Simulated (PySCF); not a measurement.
**Computed data sheet: glyoxal, `O=CC=O`**

Glyoxal, C2H2O2.
Cartesian coordinates in Å at the GFN2-xTB level; atoms count from 1:
```
atom  x, y, z in Å
O1     1.393   -0.316    0.975
C2     0.757   -0.057   -0.005
C3    -0.756    0.058   -0.003
O4    -1.394    0.319   -0.981
H5     1.215    0.122   -0.994
H6    -1.212   -0.123    0.986
```

Among its groups: aldehyde.

From GFN2-xTB geometry:

```
Point group of the GFN2-xTB geometry                  : C2h
Rotational constants A, B, C of the GFN2-xTB geometry : 58.324, 4.763, 4.403 GHz
```

From wB97X-D/def2-SVPD ground state and vertical TDDFT (core frozen in the response) (PySCF):

```
Dipole moment                                                     : 0.00 D by symmetry (numerical residue 0.01 D)
HOMO energy                                                       : -9.91 eV
LUMO energy                                                       : -1.40 eV
HOMO–LUMO gap                                                     : 8.51 eV
Lowest singlet excitation                                         : 2.72 eV (456 nm, f = 0.000)
Strongest line among the 8 lowest singlet transitions             : S6 at 8.14 eV (152 nm, f = 0.325)
Lowest triplet excitation (Tamm–Dancoff)                          : 2.18 eV
Static isotropic polarisability                                   : 30.8 au
Electronic spatial extent ⟨r²⟩ about the centre of nuclear charge : 268 bohr²
```

Monoisotopic mass (most abundant isotopes): 58.0055 u.

1 of the 8 computed singlets lies in the visible range (750 to 380 nm, 1.65 to 3.26 eV), with an oscillator strength of 0.000. The rotational constants make it an asymmetric top with κ = (2B − A − C)/(A − C) = -0.99, nearer the prolate limit (−1). With B = h/(8π²I), that is 505.379 GHz u Å² over I, the principal moments of inertia are 8.7, 106.1 and 114.8 u Å² (most abundant isotopes). S1 lies 5.79 eV below the HOMO–LUMO gap; its leading configuration is HOMO→LUMO, weight 0.98. The polarisability is 4.56 Å³ as a volume (1 au = 0.148185 Å³), or 1.03 au for each of the 30 electrons. Point group C2h forbids a permanent dipole, so the rigid molecule has no electric-dipole pure rotational spectrum. The vertical singlet–triplet gap S1 − T1 is 0.54 eV (TDDFT singlet less Tamm–Dancoff triplet; S1: HOMO→LUMO, weight 0.98; T1: HOMO→LUMO, weight 0.97). In wavenumbers S1 is 21900 cm⁻¹ (1 eV = 8065.54 cm⁻¹).

The structure is a single GFN2-xTB conformer in the gas phase; no vibrational or solvent corrections.
